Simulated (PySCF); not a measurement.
**Basis-set dependence of excited states**

Compound: PF3.
Geometry (PBE0-D3(BJ)/def2-SVP, Å), atoms numbered from 1 in this order:
```xyz
4
PF3 angstrom
F     -0.827   -1.065   -0.378
P      0.018   -0.107    0.579
F      1.379   -0.138   -0.253
F     -0.532    1.282    0.017
```

TDDFT with PBE0 (PySCF), vertical singlets, core orbitals frozen in the response, spherical d and f functions. Geometry: PBE0-D3(BJ)/def2-SVP; no solvent, vibrations or thermal averaging.

```csv
basis,functions,diffuse,S1 (eV),S2 (eV),S3 (eV),S4 (eV),S5 (eV),LUMO (eV),α (au)
6-31G*,60,no,8.25,8.25,10.35,10.35,10.44,0.12,19.9
def2-SVP,60,no,8.41,8.41,10.50,10.51,10.59,0.06,18.8
6-31+G*,76,yes,7.89,7.90,9.16,9.31,10.16,-0.75,23.9
def2-SVPD,93,yes,8.05,8.06,9.90,10.08,10.41,-0.57,25.9
aug-cc-pVDZ,96,yes,7.89,7.90,9.12,9.31,10.17,-0.65,25.8
def2-TZVP,130,no,8.01,8.02,10.34,10.36,10.37,-0.40,22.9
def2-TZVPD,163,yes,7.85,7.86,9.18,9.56,10.24,-0.63,26.5
aug-cc-pVTZ,188,yes,7.83,7.84,9.05,9.17,10.02,-0.66,26.4
```

Compare the sets with the largest diffuse one.

States are compared by their number. Against the largest diffuse basis here (aug-cc-pVTZ, itself not a converged limit), sets without diffuse functions differ by up to 0.57 eV in S1 and 0.57 eV in S5; the smaller diffuse sets differ by up to 0.22 and 0.39 eV. State by state, the largest deviation of a set without diffuse functions is S1 0.57, S2 0.58, S3 1.45, S4 1.34, S5 0.57 eV. The same number needn't mean the same state in each row. Against aug-cc-pVTZ the polarisability deviates by -24% in 6-31G*, -29% in def2-SVP, -9% in 6-31+G*, -2% in def2-SVPD, -2% in aug-cc-pVDZ, -13% in def2-TZVP, 0% in def2-TZVPD.
